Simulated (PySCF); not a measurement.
Compound: C₂H₂Cl₂ (charge +1 and doublet state).
Atom-mapped SMILES: `[CH2+:1][C:2]([Cl:3])[Cl:4]` (hydrogens: H5, H6 on C1)

Structure used (GFN2-xTB), in Å, numbered top down from 1:
```xyz
6
C2H2Cl2 angstrom
C     -0.775   -0.140   -0.021
C      0.570    0.103    0.010
Cl     1.176    1.686   -0.026
Cl     1.689   -1.169    0.085
H     -1.492    0.672   -0.071
H     -1.165   -1.151    0.002
```

Theory: UKS B3LYP, pcH-1 on C Cl H, non-relativistic, mean-field spin-orbit, GIAO in PySCF 2.14.0. Isolated species at its GFN2-xTB geometry, gas phase. A GFN2-xTB geometry isn't a minimum of the functional, and hyperfine couplings can be far from their values at a DFT geometry, by a factor of two or more for some ions and for spin on atoms past the first row. The SCF solution wasn't tested for stability.

Principal values of hyperfine tensors in MHz (contact, dipolar and spin–orbit terms together), for some of the nuclei:

| atom | isotope | A1 | A2 | A3 | alike by the symmetry of this geometry |
| --- | --- | --- | --- | --- | --- |
| C1 | 13C | -5.54 | -2.83 | 145.29 | none |
| C2 | 13C | -29.91 | -24.35 | 9.41 | none |
| Cl3 | 35Cl | -26.75 | -22.20 | 75.72 | Cl4 |

Problem. Give the isotropic coupling of each nucleus in MHz and in mT (g = 2.0191), and the anisotropic part.

Solution. a_iso is a third of the trace, T = A − a_iso, and a(mT) = a(MHz)/(g × 13.996). The tensors hold a spin–orbit part: the run splits a_iso into a_FC + a_SO, and T includes its anisotropic share.

```json
{"atom": "C1", "a_iso (MHz)": "45.64", "a_FC": "46.12", "a_SO": "-0.48", "a_iso (mT)": "1.615", "T1": "-51.18", "T2": "-48.47", "T3": "99.65"}
{"atom": "C2", "a_iso (MHz)": "-14.95", "a_FC": "-15.86", "a_SO": "0.91", "a_iso (mT)": "-0.529", "T1": "-14.96", "T2": "-9.40", "T3": "24.36"}
{"atom": "Cl3", "a_iso (MHz)": "8.92", "a_FC": "6.37", "a_SO": "2.56", "a_iso (mT)": "0.316", "T1": "-35.67", "T2": "-31.13", "T3": "66.80"}
```

Problem. What spin density at the nucleus of C2 lies behind its contact coupling (g_N = 1.40482)?

Solution. a_FC = 800.24 MHz bohr³ × g_N × ρ(0)/(2S). With a_FC = -15.86 MHz and 2S = 1, ρ(0) = -0.0141 bohr⁻³.

Problem. H5 (1H, g_N = 5.58569) isn't in the table. Its spin density at the nucleus is -0.009297 bohr⁻³. What is its contact coupling?

Solution. By the same relation, a_FC = -41.6 MHz. The spin–orbit term adds -0.06 MHz. Its full tensor has the principal values -63.81, -45.70, -15.33 MHz.

Problem. Name the largest traceless tensor T of the table and describe it.

Solution. C1: -51.2, -48.5, 99.6 MHz (the dipolar term alone has -50.0, -49.2, 99.2), nearly axial, close to the ratio −1:−1:+2, the form that spin in one p orbital centred on that nucleus gives.

Problem. What first-order splitting does C1 cause when the field lies along A1, A2 or A3 of its tensor (g taken as isotropic, no quadrupole term)?

Solution. 2 lines (I = 1/2), spaced by |A_i|/(g × 13.996): 0.20, 0.10, 5.14 mT along the axes of A1, A2 and A3.

The SMILES draws the unpaired electron on C2; the largest computed Mulliken spin population is on C1 (0.61 against 0.08).
